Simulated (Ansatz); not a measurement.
# BHCl radical (SMILES [BH]Cl): a rigid scan of the bond length B1–H3

One table from this session's results is given with a row withheld; the runs are named, their logs left out.

Method: single points in def2-TZVPP; program: Ansatz 0.2.0, Gaussian basis.

Levels: PBE-D4, r2SCAN-D4, PBE0-D4, B3LYP-D4, wB97M-V, Hartree-Fock, MP2, CCSD, CCSD(T). The scan takes 0.979, 1.029, 1.103, 1.189, 1.284, 1.387, 1.496, 1.611, 1.730 Å.

Correlated methods freeze the cores. Orbitals are unrestricted. B3LYP uses VWN-RPA correlation.

18 further runs of the same task are left out: 18 set aside as unsound or not needed.

### Starting geometry

3 atoms, charge 0, spin multiplicity 2.

Atoms are counted from 1 here; the program's logs count them from 0.

Bond lengths: B1–Cl2 1.846 Å, B1–H3 1.271 Å. Angles: Cl2–B1–H3 116.3°.

As a file:

```xyz
3
BClH
B     0.0735   -0.5876   -0.0320
Cl    0.9564    0.8952    0.6234
H    -1.0408   -0.3724   -0.6047
```

Set-up of the first run:

pre/in.yaml reads:

```yaml
crystal:
  periodic: [false, false, false]
  atoms:
    - {symbol: B, position_ang: [0.073500, -0.587600, -0.032000]}
    - {symbol: Cl, position_ang: [0.956400, 0.895200, 0.623400]}
    - {symbol: H, position_ang: [-1.040800, -0.372400, -0.604700]}
basis:
  gaussian: {orbitals: def2-SVP}
magnetization: {spin_polarized: true, initial_magnetization: 1}
hamiltonian: {xc: pbe, dispersion: d4}
relax: {f_tol: 0.03, max_steps: 250}
```

The command line of these runs was not kept.

Steps of the session up to this table: A first relaxation in a small basis; Finding the minimum; The minimum at every level; B1–H3 = 0.979 Å; B1–H3 = 1.029 Å; B1–H3 = 1.103 Å; B1–H3 = 1.189 Å; B1–H3 = 1.284 Å; B1–H3 = 1.387 Å; B1–H3 = 1.496 Å; B1–H3 = 1.611 Å; B1–H3 = 1.730 Å.

One of the session's tables, all rows but one given; the rest of the session is left out.

Energies less that of the minimum at the same level (eV):

| bond length (Å) | PBE-D4 | PBE0-D4 | B3LYP-D4 | wB97M-V | Hartree-Fock |
| --- | --- | --- | --- | --- | --- |
| 0.979 | 0.822 | 0.796 | 0.759 | 0.754 | 0.760 |
| 1.029 | 0.447 | 0.425 | 0.399 | 0.395 | 0.393 |
| 1.103 | 0.125 | 0.112 | 0.100 | 0.097 | 0.091 |
| 1.189 | 0.001 | 0.000 | 0.000 | 0.000 | -0.001 |
| 1.193 (minimum) | 0.000 | 0.000 | 0.000 | 0.000 | 0.000 |
| 1.284 | ? | ? | ? | ? | ? |
| 1.387 | 0.283 | 0.323 | 0.332 | 0.343 | 0.387 |
| 1.496 | 0.596 | 0.663 | 0.664 | 0.692 | 0.775 |
| 1.611 | 0.972 | 1.070 | 1.061 | 1.099 | 1.228 |
| 1.730 | 1.366 | 1.495 | 1.472 | 1.519 | 1.678 |

Q: Estimate the row for bond length (Å) = 1.284 from the others.

The run gave: PBE-D4: 0.067; PBE0-D4: 0.084; B3LYP-D4: 0.091; wB97M-V: 0.095; Hartree-Fock: 0.111.

Caveats from the session: A polynomial through the near points puts the CCSD(T) minimum 0.003 Å below the PBE0-D4 value.
